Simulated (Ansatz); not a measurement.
A relaxed structure of Al. Space group Fm-3m (No. 225), fcc (Cu type). Calculation: r2SCAN (plane waves to 500 eV, PAW, scalar-relativistic; Ansatz, an electronic-structure program).

```cif
data_Al4
_chemical_formula_sum 'Al4'
_space_group_name_H-M_alt 'Fm-3m'
_space_group_IT_number 225
_space_group_name_Hall '-F 4 2 3'
_cell_length_a 3.99073
_cell_length_b 3.99073
_cell_length_c 3.99073
_cell_angle_alpha 90.000
_cell_angle_beta 90.000
_cell_angle_gamma 90.000
loop_
_atom_site_label
_atom_site_type_symbol
_atom_site_symmetry_multiplicity
_atom_site_Wyckoff_symbol
_atom_site_fract_x
_atom_site_fract_y
_atom_site_fract_z
_atom_site_occupancy
Al1 Al 4 b 0.50000 0.50000 0.50000 1
```
(The calculation used a cell of 1 atom; values per cell refer to that cell.)

- Volume per atom: 15.89 Å³
- Density: 2.82 g/cm³
- Band gap: zero (metallic)
- Shortest distances: Al–Al 2.82 Å
- k-mesh: 20×20×20

No spin polarisation in the result.

Measured for Al: a 4.018 Å (static lattice; corrected from measurement; as listed in Daniel Mejia-Rodriguez, S. B. Trickey, Phys. Rev. B (2018)). Computed minus measured — a: r2SCAN -0.7 %. The computed values are for a static lattice.

The run could not lose the symmetry of its start.
